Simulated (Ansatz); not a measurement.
Input file:

```yaml
crystal:
  periodic: [false, false, false]
  atoms:
    - {symbol: Al, position_ang: [0.000000, 0.670524, -2.164434]}
    - {symbol: Ga, position_ang: [0.000000, 0.203913, 1.066985]}
    - {symbol: P, position_ang: [0.000000, -1.078452, -0.592463]}
    - {symbol: H, position_ang: [0.000000, 1.085912, 2.338594]}
basis:
  gaussian: {orbitals: STO-3G}
magnetization: {spin_polarized: false}
hamiltonian: {xc: hf}
accuracy: high
scf: {lower_state_search: light}
output: {forces: true, orbitals: {seedname: orbitals}}
```

```sh
$ ansatz run in.yaml --threads 1 --pin off --events-out ev --progress --plain --max-ram 2393MiB
```

Problem. Roughly how long does this take on 1 thread of Arm Neoverse V1, shared host, and how much host memory?

Solution. 0.96 s wall and 0.08 GiB.

```
595 factors; integrals over basis functions are off by at most 3.8e-9 eV
mean field evaluation 1: about -67409.4579 eV, gradient 2.1e1 eV
mean field evaluation 2: about -67409.4960 eV, gradient 2.1e1 eV
mean field evaluation 4: about -67411.7283 eV, gradient 3.5e0 eV
mean field evaluation 8: about -67411.8012 eV, gradient 2.0e-3 eV
mean field evaluation 16: about -67387.0931 eV, gradient 3.7e1 eV
mean field -67411.79956851 eV, -2477.3379407840 hartree, gradient 1.6e-8 eV, S^2 0.000000; 0 other end points of the search recorded, 0 dependent functions left out
the calculation of the forces begins
reference -67411.79956851 eV, -2477.3379407840 hartree; 30, 30 occupied and 7, 7 virtual orbitals, 595 factors
Total energy: -67411.79956851 eV, -2477.3379407840 hartree
Atom 0 at     0.000000     0.670524    -2.164434 Å, force     0.000000    -0.493372     0.569375 eV/Å
Atom 1 at     0.000000     0.203913     1.066985 Å, force     0.000000    -2.005357    -2.547923 eV/Å
Atom 2 at     0.000000    -1.078452    -0.592463 Å, force    -0.000000     4.764559     5.176694 eV/Å
Atom 3 at     0.000000     1.085912     2.338594 Å, force     0.000000    -2.265830    -3.198146 eV/Å
Dipole moment:    -0.000000     0.279836    -0.705815 e Å
```

Forces (eV/Å):
```
Al   0.000 -0.493  0.569
Ga   0.000 -2.005 -2.548
P    0.000  4.765  5.177
H    0.000 -2.266 -3.198
```
